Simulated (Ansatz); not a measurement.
Molecule: N2O, net charge 1, doublet state. SMILES of the parent species: [O-][N+]#N

Atoms: N1, N2, O3. Bonds: N1-N2, N2-O3.

Bond lengths (Å) and angles (degrees) optimised at HF/6-31G* with Ansatz (a program for electronic structure); PBE/6-31G* with Ansatz; B3LYP/LANL2DZ with Ansatz; MP2/6-31G* with Ansatz, each started from the B3LYP-D3(BJ)/def2-TZVP structure (Ansatz) of the last column. A row stands for all coordinates that are equal there. 6-31G* holds six Cartesian d functions. No wavenumbers were computed at PBE/6-31G*, B3LYP/LANL2DZ, MP2/6-31G*, so these may be saddle points.

```json
[
 {"coordinate": "N1-N2", "HF/6-31G*": "1.097", "PBE/6-31G*": "1.170", "B3LYP/LANL2DZ": "1.163", "MP2/6-31G*": "1.097", "B3LYP-D3(BJ)/def2-TZVP": "1.135"},
 {"coordinate": "N2-O3", "HF/6-31G*": "1.233", "PBE/6-31G*": "1.192", "B3LYP/LANL2DZ": "1.271", "MP2/6-31G*": "1.245", "B3LYP-D3(BJ)/def2-TZVP": "1.185"},
 {"coordinate": "N1-N2-O3", "HF/6-31G*": "180.0", "PBE/6-31G*": "180.0", "B3LYP/LANL2DZ": "180.0", "MP2/6-31G*": "180.0", "B3LYP-D3(BJ)/def2-TZVP": "180.0"}
]
```

Mean signed difference of all 2 bond lengths from B3LYP-D3(BJ)/def2-TZVP: HF/6-31G* 0.005 Å, PBE/6-31G* 0.021 Å, B3LYP/LANL2DZ 0.056 Å, MP2/6-31G* 0.011 Å.
